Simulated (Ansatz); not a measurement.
**HC–N–Si⁺, doublet: the ladder up to RCCSDT(Q)**

Geometry: that of the HC–N–Si, triplet, kept fixed.

```yaml
atoms:
  - { symbol: C, position_ang: [0.0000, -0.2037, 0.7974] }
  - { symbol: N, position_ang: [0.0000, -0.1038, -0.4089] }
  - { symbol: Si, position_ang: [0.0000, -0.0870, -2.0856] }
  - { symbol: H, position_ang: [0.0000, 0.3945, 1.6971] }
```

Basis cc-pVTZ; Ansatz 0.2.0. Only valence electrons are correlated (noble-gas cores frozen), which leaves 13 electrons in 101 orbitals. Prefix R: restricted or restricted open-shell reference; prefix U: unrestricted.

Full CI isn't at hand for all of this; RCCSDT(Q) serves as the reference, and is uncertain by about the last step of the cluster series. The frozen core follows each run's orbitals, which can shift R against U totals by a few meV.

Unrestricted rows (U) aren't spin-pure: their determinants' ⟨S²⟩ exceeds S(S+1) by up to 0.13, so they mix in states of higher spin.

```
UHF ⟨S²⟩                          : 0.878
T1 diagnostic (RCCSD)             : 0.0528
largest doubles amplitude (RCCSD) : 0.090
T1 diagnostic (UCCSD)             : 0.0343
```

```tsv
level	E − E(RCCSDT(Q)) (meV)	share of correlation (%)	wall time
RHF	12209	0.00	–
UHF	11912	2.43	–
RMP2	1367	88.80	–
UMP2	1454	88.09	–
RCCSD	707	94.21	–
UCCSD	682	94.41	–
RCCSD(T)	71	99.42	16 s (H100)
UCCSD(T)	79	99.36	18 s (H100)
BCCD(T)	66	99.46	14 s (H100)
RCCSDT	51	99.58	–
UCCSDT	46	99.62	–
UCCSDT(Q)	-6	100.05	74 s (H100)
```

The correlation energy at RCCSDT(Q), counted from RHF, is -12.209 eV. That run took 1.7 min on 2 threads of AMD EPYC 7R13 with a shared H100 80 GB, shared host.

Times hold each run's SCF and search for its determinant on a shared host, so for small cases they say little of a method's own cost.
